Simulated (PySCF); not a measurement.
Species: C3H5FS2.
Numbering: `[F:1][CH:2]1[S:3][CH2:4][CH2:5][S:6]1`

Structure used (GFN2-xTB), in Å, numbered top down from 1:
```
atom  x, y, z in Å
F1     2.001   -1.249   -0.082
C2     1.607    0.039    0.133
S3     0.736    0.674   -1.339
C4    -0.964    0.478   -0.674
C5    -0.913   -0.423    0.539
S6     0.497    0.124    1.554
H7     2.504    0.633    0.316
H8    -1.580    0.057   -1.467
H9    -1.324    1.474   -0.414
H10   -1.813   -0.338    1.145
H11   -0.745   -1.466    0.265
```

Definitions: NICS(0) = −σiso at the ring centroid; NICS(1) = −σiso and NICS(1)zz = −σzz at ±1 Å along the ring normal z. Level: GIAO PBE0/pcSseg-1 (PySCF, non-relativistic, gas phase) on the GFN2-xTB geometry, one conformer.

Ring bond lengths (Å), with Mayer bond orders in brackets: C2–S3 1.825 (0.99), S3–C4 1.836 (0.99), C4–C5 1.512 (1.01), C5–S6 1.822 (0.97), S6–C2 1.806 (1.01).

Q: What do the NICS probes read (ppm)?

A: 
| ring | type | NICS(0) | NICS(1), two faces | NICS(1)zz, two faces | rms pucker (Å) | centre to ring atoms, mean (Å) |
| --- | --- | --- | --- | --- | --- | --- |
| C2–S3–C4–C5–S6 | 5-membered ring with 2 S; formal bonds all single | -10.3 | -4.9 / -6.0 | -5.6 / -6.2 | 0.25 | 1.46 |

Q: What can be read from them?

A: 
- C2–S3–C4–C5–S6: mean NICS(1)zz -5.9 ppm, shielded. C2, C4, C5 have four or more neighbours; no verdict on aromaticity is drawn. A hydrogen on C5, outside the ring, lies only 1.33 Å from a NICS(1) probe, which then mostly feels that atom.

Q: What field does 1 T along the ring normal induce along that normal at the second NICS(1) probe listed for ring C2–S3–C4–C5–S6, 1 Å off the ring?

A: NICSzz × B0 = -6.2 ppm × 1 T = -6 μT, against the applied field.

Q: How shielded are the nuclei of the rings and their hydrogens (means over atoms taken as equivalent)?

A: 
```tsv
atoms	environment	σ isotropic (ppm)	principal values of the symmetric part, first atom (ppm)
C2	sp3 C–F carbon	72.0	29.8, 76.3, 110.0
S3 (×2)	sulfide sulfur	354.0	154.8, 249.5, 659.6
C4 (×2)	sp3 carbon bound to sulfur	143.5	100.0, 159.4, 166.5
H7	methine hydrogen	24.71	21.0, 23.6, 29.6
H8 (×2)	methylene hydrogen	28.30	22.7, 25.7, 36.3
H9 (×2)	methylene hydrogen	28.55	22.4, 26.7, 36.6
```

On one thread of an Arm Neoverse V2, no GPU, shared host with 32 logical CPUs at a one-minute load of 32, this took 18 s of wall time and 0.69 GiB of memory at its peak. This is the whole shielding run at PBE0/pcSseg-1, SCF included.
